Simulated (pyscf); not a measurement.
Four-centre exchange: F–Nb(F)(F)(F)–F + HCl → HF + F–Nb(F)(F)(F)–Cl

Gas phase, singlet surface, charge 0. Bonds broken: F1–Nb2, Cl7–H8. Bonds formed: F1–H8, Nb2–Cl7. Single points on ωB97X-D3(BJ)/def2-SVP structures (PySCF, gas phase).

Transition state (Å):

```xyz
8

F      0.6741    -0.2226     0.5229
Nb    -1.2392     0.1519    -0.1837
F     -1.1981    -1.6363    -0.6674
F     -2.5423     0.5940    -1.3819
F     -2.1213    -0.1739     1.3816
F     -0.8484     1.9075     0.2625
Cl     0.5988     0.4437    -1.9783
H      1.0528     0.0314    -0.5817
```

One imaginary mode, 687i cm⁻¹; descent along it reached the two sides named, in the forms told below.

```tsv
bond	change	reactant side (Å)	saddle	product side
F1–Nb2	breaks	1.871	2.074	2.342
Cl7–H8	breaks	1.290	1.525	2.352
F1–H8	forms	2.405	1.195	0.942
Nb2–Cl7	forms	2.8	2.585	2.360
```

Electronic energies relative to the separated reactants (kJ/mol):

```tsv
level	barrier	reaction energy	reverse barrier
ωB97X-D3(BJ)/def2-TZVP	19.2	+18.0	1.3
PBE/def2-TZVP	24.9	+27.8	-2.9
r²SCAN/def2-TZVP	18.6	+27.8	-9.3
B3LYP-D3(BJ)/def2-TZVP	30.6	+24.8	5.8
PBE0-D3(BJ)/def2-TZVP	24.3	+21.1	3.2
M06-2X/def2-TZVP	18.5	+15.7	2.8
ωB97M-D3(BJ)/def2-TZVP	34.5	+31.3	3.2
HF/def2-TZVP	90.7	+34.3	56.4
```

With ωB97M-D3(BJ)/def2-TZVP energies and thermal terms (ideal gas, 1 atm, RRHO with modes under 100 cm⁻¹ raised to 100, one conformer, R ln 2 for chiral ones without a mode under 150 cm⁻¹), in kJ/mol:

```tsv
T (K)	ΔH‡	ΔG‡	ΔH	ΔG
298	30.6	72.4	+36.2	+35.0
600	30.5	115.0	+36.9	+33.4
900	32.0	157.0	+36.9	+31.6
1200	34.0	198.4	+36.7	+29.8
```

On the reactant side the descent ends in an adduct with a Cl–Nb contact, 35.2 kJ/mol under the separated species and 54.4 kJ/mol under the saddle at ωB97X-D3(BJ)/def2-TZVP. On the product side the descent ends in an adduct with a F–Nb contact, 37.4 kJ/mol under the separated species and 38.7 kJ/mol under the saddle at ωB97X-D3(BJ)/def2-TZVP. At PBE, r²SCAN the saddle lies under the separated products, which points to a path from their complex (located at ωB97X-D3(BJ) alone), and parting the products costs more than the saddle. What is counted as formed (Cl–Nb) is already present as a longer contact in the reactant adduct; forming that adduct is a step of its own. What is counted as broken (F–Nb) persists as a longer contact in the product adduct; parting that adduct is a step of its own. One saddle was located; it need not be the lowest between these sides. Elements past Kr carry the def2 core potentials, without spin-orbit coupling.
